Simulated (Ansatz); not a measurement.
A calculation with Ansatz (development build ahead of 0.2.0).

```yaml
crystal:
  periodic: [false, false, false]
  atoms:
    - { symbol: O, position_ang: [0.0, 0.0, 0.1193] }
    - { symbol: H, position_ang: [0.0, 0.7632, -0.477] }
    - { symbol: H, position_ang: [0.0, -2.2897, -1.6697] }
basis:
  gaussian: { orbitals: pcseg-2 }
magnetization:
  spin_polarized: true
hamiltonian:
  xc: pbe0
```

The input is written out in the form of the current development build from the run's settings.

The run gave:

```
Converged                       : yes
Total energy                    : -76.18890 hartree
Spin squared of the determinant : 0.982
Stability test                  : minimum
```

Caution: charge can spread falsely over distant fragments; the unrestricted determinant is a mixture of spin states.
